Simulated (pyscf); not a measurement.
Structures and frequencies: ωB97X-D3(BJ)/def2-SVP in PySCF.

Task: Estimate the classical barrier height and the reaction energy of H₂O (SMILES O) + H₂B–B=O (SMILES BB=O) → O=B–BH–OH (SMILES O=BBO) + H₂ (SMILES [H][H]) at ωB97M-D3(BJ)/def2-TZVP. The step runs on the singlet surface, breaks H–O, B–H and forms B–O, H–H; take the separated reactants as zero.

Result: ΔE‡ = 19.7 kJ/mol, ΔE = -130.6 kJ/mol. Zero-point energy shifts the barrier by +7.2 kJ/mol. It is a four-centre exchange, with an imaginary mode of 1395i cm⁻¹. On the reactant side the descent ends in an adduct with a B–O contact, 92.3 kJ/mol under the separated species and 115.2 kJ/mol under the saddle at ωB97X-D3(BJ)/def2-TZVP. What is counted as formed (B–O) is already present as a longer contact in the reactant adduct; forming that adduct is a step of its own. At the saddle there is also a short B–H contact that neither side keeps. O=B–BH–OH lies 66.1 kJ/mol over its isomer H₂B–O–B=O (electronic energy, ωB97M-D3(BJ)/def2-TZVP). One saddle was located; it need not be the lowest between these sides.
